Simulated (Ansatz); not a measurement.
Ansatz (a first-principles code) input (B3LYP-D3(BJ)/def2-TZVP):

Ansatz 0.2 input:
```yaml
crystal:
  periodic: [false, false, false]
  atoms:
    - {symbol: C, position_ang: [-0.12862464, 0.00002695, -0.00825656]}
    - {symbol: S, position_ang: [1.67331453, 0.10384446, -0.00339530]}
    - {symbol: H, position_ang: [-0.47230731, -0.66721071, -0.80774227]}
    - {symbol: H, position_ang: [-0.49382228, -0.39005664, 0.94919680]}
    - {symbol: H, position_ang: [-0.57029571, 0.99058657, -0.16982532]}
basis:
  gaussian:
    orbitals: def2-TZVP
hamiltonian:
  xc: b3lyp
  dispersion: d3bj
total_charge: -1
relax: {f_tol: 0.002, max_steps: 150}
```

End of the output:

```
mean field: 0.19 GiB planned
mean field evaluation 16: about -11923.0063 eV, gradient 1.5e0 eV
mean field -11923.02258368 eV, -438.1629982354 hartree, gradient 1.4e-5 eV, S^2 0.000000; 0 other end points of the search recorded, 0 dependent functions left out
the calculation of the forces begins
reference -11923.02279312 eV, -438.1630059322 hartree; 13, 13 occupied and 73, 73 virtual orbitals, 583 factors
relax step   2: F+E_penalty+E_count = -11923.13603444 eV  Δ(F+E_penalty+E_count) = -2.171e-2 eV  max|allowed force component| = 2.252e-1 eV/Å  Δτ_max = 0.0320 Å  (29 SCF iters, accepted)
these checks for a lower state are left out or cut short: starts, cluster_reference, orbital_swaps, neighbouring_geometries, increment
integrals: 0.02 GiB planned
583 factors; their error is unknown
mean field: 0.19 GiB planned
mean field -11923.02406014 eV, -438.1630524940 hartree, gradient 1.4e-5 eV, S^2 0.000000; 0 other end points of the search recorded, 0 dependent functions left out
the calculation of the forces begins
reference -11923.02426982 eV, -438.1630601997 hartree; 13, 13 occupied and 73, 73 virtual orbitals, 583 factors
relax step   3: F+E_penalty+E_count = -11923.13736602 eV  Δ(F+E_penalty+E_count) = -1.332e-3 eV  max|allowed force component| = 7.265e-2 eV/Å  Δτ_max = 0.0090 Å  (30 SCF iters, accepted)
these checks for a lower state are left out or cut short: starts, cluster_reference, orbital_swaps, neighbouring_geometries, increment
integrals: 0.02 GiB planned
583 factors; their error is unknown
mean field: 0.19 GiB planned
mean field evaluation 32: about -11923.0241 eV, gradient 2.4e-1 eV
mean field -11923.02419611 eV, -438.1630574910 hartree, gradient 1.4e-5 eV, S^2 0.000000; 0 other end points of the search recorded, 0 dependent functions left out
the calculation of the forces begins
reference -11923.02440615 eV, -438.1630652099 hartree; 13, 13 occupied and 73, 73 virtual orbitals, 583 factors
relax step   4: F+E_penalty+E_count = -11923.13748069 eV  Δ(F+E_penalty+E_count) = -1.147e-4 eV  max|allowed force component| = 6.009e-3 eV/Å  Δτ_max = 0.0022 Å  (30 SCF iters, accepted)
these checks for a lower state are left out or cut short: starts, cluster_reference, orbital_swaps, neighbouring_geometries, increment
integrals: 0.02 GiB planned
583 factors; their error is unknown
mean field: 0.19 GiB planned
mean field -11923.02419645 eV, -438.1630575036 hartree, gradient 1.4e-5 eV, S^2 0.000000; 0 other end points of the search recorded, 0 dependent functions left out
the calculation of the forces begins
reference -11923.02440648 eV, -438.1630652217 hartree; 13, 13 occupied and 73, 73 virtual orbitals, 583 factors
relax step   5: F+E_penalty+E_count = -11923.13748140 eV  Δ(F+E_penalty+E_count) = -7.029e-7 eV  max|allowed force component| = 2.091e-4 eV/Å  Δτ_max = 0.0001 Å  (30 SCF iters, accepted)
integrals: 0.02 GiB planned
583 factors; their error is unknown
mean field: 0.19 GiB planned
mean field evaluation 64: about -11923.0242 eV, gradient 4.9e-5 eV
mean field -11923.02419645 eV, -438.1630575036 hartree, gradient 1.4e-5 eV, S^2 0.000000; 1 other end points of the search recorded, 0 dependent functions left out
the calculation of the forces begins
reference -11923.02440648 eV, -438.1630652217 hartree; 13, 13 occupied and 73, 73 virtual orbitals, 583 factors
Total energy: -11923.13769142 eV, -438.1672283666 hartree
Atom 0 at    -0.114983     0.000703    -0.008339 Å, force     0.000049     0.000003    -0.000001 eV/Å
Atom 1 at     1.715639     0.106420    -0.003085 Å, force    -0.000020    -0.000001     0.000000 eV/Å
Atom 2 at    -0.491626    -0.662256    -0.800431 Å, force    -0.000001    -0.000135    -0.000165 eV/Å
Atom 3 at    -0.512479    -0.387733     0.940294 Å, force    -0.000005    -0.000076     0.000198 eV/Å
Atom 4 at    -0.588286     0.980057    -0.168462 Å, force    -0.000022     0.000209    -0.000032 eV/Å
Dipole moment:    -0.599597    -0.034625    -0.001719 e Å
```
